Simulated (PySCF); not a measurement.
**How good is the calculation?**

Numbering as in the mapped SMILES `[CH3:1][CH2:2][CH2:3][C:4](=[O:5])[OH:6]`; H(Xn) means a hydrogen on atom n.

What is known from experiment: δ ¹³C C3 36.2; C2 18.7; C1 13.7; δ ¹H H(C3) 2.31; H(C2) 1.68; H(C1) 1.00 ppm (measured; solution, not stated per compound (mostly CDCl3 or CCl4); Pretsch, Buehlmann, Badertscher, Structure Determination of Organic Compounds, 4th ed. (2009)).

In vacuum, one conformer, relativity neglected, one averaged value for each set of equivalent atoms. PBE0/pcSseg-1 with gauge-including orbitals; PBE0-D3(BJ)/def2-SVP structure; PySCF 2.14.

Q: How close does the calculation come?

A: 
Reference values: measured (solution, not stated per compound (mostly CDCl3 or CCl4); Pretsch, Buehlmann, Badertscher, Structure Determination of Organic Compounds, 4th ed. (2009)).
| atoms | quantity | reference | computed | computed, scaled |
| --- | --- | --- | --- | --- |
| C3 | δ ¹³C | 36.2 | 35.4 | 33.5 |
| C2 | δ ¹³C | 18.7 | 19.8 | 18.4 |
| C1 | δ ¹³C | 13.7 | 15.1 | 14.0 |
| H(C3) | δ ¹H | 2.31 | 2.10 | 2.20 |
| H(C2) | δ ¹H | 1.68 | 1.48 | 1.61 |
| H(C1) | δ ¹H | 1.00 | 0.97 | 1.12 |

Computed shifts are σ(ref) − σ with the named reference compound (TMS for H and C) calculated as an isolated molecule at the same level. The measured values may be among those fitted. Expected solution values come from regression of measured δ (H and C: mostly CDCl3, vs TMS) on computed σ: ¹³C (scatter 1.9 ppm rms, 2.3 ppm with the 23 outliers that the fit left out); ¹H (scatter 0.21 ppm rms, 0.22 ppm with the 3 outliers that the fit left out). A few per cent of atoms miss by over 2 rms, more outside the fitted compound classes. Hydrogens on heteroatoms aren't scaled, only referred to computed TMS.

Q: How far are the unscaled ¹³C shifts from the references?

A: Mean signed difference +0.57 ppm, mean absolute 1.10 ppm over 3 comparisons; the largest is +1.4 ppm at C1 (methyl carbon).

Q: How far are the unscaled ¹H shifts from the references?

A: Mean signed difference -0.15 ppm, mean absolute 0.15 ppm over 3 comparisons; the largest is -0.21 ppm at H(C3) (hydrogen on an sp3 CH2 α to a carbonyl).

6 of the 7 published NMR values on file for this molecule are compared. The rest: values whose atom or origin is in doubt.
